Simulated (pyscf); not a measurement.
This saddle point was located with ωB97X-D3(BJ)/def2-SVP in PySCF.

```
C
H 1 1.0975
H 1 1.0975 2 115.08
H 1 1.4389 2 87.92 3 -86.73
Sn 1 2.1598 2 121.77 4 -80.03
H 5 1.7034 1 107.38 2 22.59
H 5 1.7034 6 112.01 4 -87.05
H 5 1.7135 6 110.36 7 -123.38
Si 1 2.1969 2 91.72 4 179.44
H 9 1.4951 1 110.24 2 62.27
H 9 1.4951 10 108.96 8 -60.35
H 9 1.4965 10 108.83 11 -118.53
```
Charge 0, spin multiplicity 2.

Surface: doublet, charge 0. Lowest wavenumbers (cm⁻¹): 1398i, 75, 142, 190, 282.

### Question
Name the species on either side of this saddle.

### Answer
H₃Si–CH₂–SnH₃ + H atom (H•) <-> silyl (SiH₃•) + H₃C–SnH₃, a substitution at C read from left to right: C–Si broken and C–H formed. At ωB97M-D3(BJ)/def2-TZVP it lies +1.13 eV from the left side and +1.84 eV from the right (each side as separated species at their lowest minima found). The same reactants have a lower exit, to H₃C–SiH₃ + SnH₃• (barrier +0.55 eV at ωB97M-D3(BJ)/def2-TZVP, against +1.13 eV here). This is the saddle that the search found; another between the same sides may lie lower. The angle at the attacked C is 179°. Elements past Kr carry the def2 core potentials, without spin-orbit coupling.
